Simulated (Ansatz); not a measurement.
Reaction (SMILES): FOF + H+ → F[OH+]F
B3LYP-D3(BJ)/def2-TZVP geometries, fixed; electronic energies without zero-point terms; positive where energy is released.
Largest species:
```
O
H 1 1.0167
F 1 1.3894 2 102.86
F 1 1.3894 2 102.86 3 111.25
```
Charge +1, spin multiplicity 1.

Effect of a fitting basis named in the input at PBE0/cc-pVTZ with Ansatz (an electronic-structure program), against the last row, where the proton affinity is 115.89 kcal/mol. The proton sits at the site shown, which need not be the one that binds it best. The default fits or decomposes integrals by the program's own choice; accuracy: high also tightens integrals, grids and stops.

| setting | largest shift of a total energy (mEh) | shift of the proton affinity (kcal/mol) |
|---|---|---|
| fitting: def2-SV(P)-JKFIT | -0.061 | 0.005 |
| fitting: def2-universal-JKFIT | -0.061 | 0.005 |
| fitting: cc-pVTZ-JKFIT | -0.027 | -0.005 |
| fitting: cc-pVQZ-JKFIT | -0.030 | -0.004 |
| fitting: cc-pV5Z-JKFIT | -0.030 | -0.003 |
| accuracy: high | -0.014 | -0.001 |
| accuracy: medium (default) | 0.000 | 0.000 |

Within 0.02 kcal/mol in the proton affinity: fitting: def2-SV(P)-JKFIT; fitting: def2-universal-JKFIT; fitting: cc-pVTZ-JKFIT; fitting: cc-pVQZ-JKFIT; fitting: cc-pV5Z-JKFIT; accuracy: high. The largest shift is 0.061 mEh in a total energy and 0.005 kcal/mol in the difference.
